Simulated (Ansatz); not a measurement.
C3H3FO can be A, `FC1=COC1`, or B, `OCC#CF`.

Gas-phase electronic energies from Ansatz, PBE0-D4/def2-TZVP geometries. CCSD(T)/CBS adds triple-zeta CCSD(T) − MP2 to the extrapolated MP2 energy (def2 sets, frozen cores). Functionals use def2-TZVPP. B3LYP here is the variant with VWN-RPA as its local correlation; programs differ in this. Each species was taken in one conformer, which may not be the lowest.

Question: Which isomer does CCSD(T)/CBS put lower? Give the gap. (An estimate is asked.)

Answer: Computed: A, by 41.7 kJ/mol.

Question: Give E(B) − E(A) in kJ/mol with PBE0-D4, CCSD/def2-TZVPP, HF/def2-TZVPP, ωB97M-V, B3LYP, MP2/def2-TZVPP, B2PLYP. (Estimate.)

Answer: Computed: PBE0-D4 58.0, CCSD/def2-TZVPP 39.3, HF/def2-TZVPP 22.6, ωB97M-V 47.3, B3LYP 37.5, MP2/def2-TZVPP 36.7, B2PLYP 36.4. None reverses the order clearly.

Question: Does the order hold for the free energy at 298.15 K (harmonic terms from PBE0-D4)? (An estimate is asked.)

Answer: Computed: Yes: G(B) − G(A) = +35.3 kJ/mol, for one conformer each.

Largest T1 diagnostic: 0.013.

In def2-TZVPP, CCSD(T) changes the Hartree–Fock value by +20.7 kJ/mol (the triples alone add +4.1 kJ/mol) and MP2 by +14.1 kJ/mol. Leaving LDA and LC-ωPBE aside and taking each functional with its dispersion term where it has one, the values, not all of them listed here, spread over 22.9 kJ/mol, from B2PLYP to revPBE-D4. LDA lies +15.3 kJ/mol from PBE without D4.
